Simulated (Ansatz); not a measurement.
`[Li][S]C` → `[CH2]` (triplet) + `[Li][SH]` at 400 K and 1 bar (formal loss of a carbene).

Calculated with Ansatz (gas phase, PBE0-D4/def2-TZVP geometries, no zero-point term in ΔE). CCSD(T)/CBS adds triple-zeta CCSD(T) − MP2 to the extrapolated MP2 energy (def2 sets, frozen cores). This one scheme is used for every species. Triplets are unrestricted, without spin–orbit coupling. For Li outer-core shells are correlated without core-valence functions, which leaves a few kJ/mol of doubt a bond.

```json
{"species": "`[Li][S]C`", "CCSD(T)/CBS energy (Eh)": "-445.16369", "H − E (kJ/mol)": "123.2", "S (J/(mol·K))": "312.6"}
{"species": "`[CH2]` (triplet)", "CCSD(T)/CBS energy (Eh)": "-39.09499", "H − E (kJ/mol)": "59.0", "S (J/(mol·K))": "205.7"}
{"species": "`[Li][SH]`", "CCSD(T)/CBS energy (Eh)": "-405.91799", "H − E (kJ/mol)": "37.9", "S (J/(mol·K))": "252.2"}
```

H − E and S are ideal-gas, rigid-rotor, harmonic terms from PBE0-D4/def2-TZVP, for one conformer and one mirror image of each species, with the whole ground term of open shells counted as degenerate. 1 Eh = 2625.50 kJ/mol, R = 8.31446 J/(mol·K).

Q: By hand: ΔE, ΔH, ΔS and ΔG.

A: ΔE = (-39.09499) + (-405.91799) − (-445.16369) = 0.15071 Eh = 395.7 kJ/mol. Δ(H − E) = 59.0 + 37.9 − 123.2 = -26.3, so ΔH = 369.4 kJ/mol. ΔS = 205.7 + 252.2 − 312.6 = 145.3 J/(mol·K). ΔG = 369.4 − 400 × (145.3)/1000 = 311.3 kJ/mol.

Q: By hand: the equilibrium constant, and the temperature at which ΔG would vanish if ΔH and ΔS stayed fixed.

A: log₁₀ K = −ΔG/(RT ln 10) = -40.7. ΔG = 0 at ΔH/ΔS = 2542 K, far beyond where these terms or the molecules hold.

The number of gas molecules changes by +1, which sets the sign of ΔS. A doubt of 5 kJ/mol in ΔE shifts log₁₀ K by 0.7 here. Other conformers and mirror images would add mixing entropy, several J/(mol·K) or more a flexible species. Modes under 60 cm⁻¹, often nearly free rotors, make the harmonic entropy too high. A triplet takes part, so the spin changes. These are equilibria of isolated gas molecules and say nothing of rates. Largest T1 diagnostic: 0.011 (customary marks: 0.02 for closed shells, 0.045 for open ones).
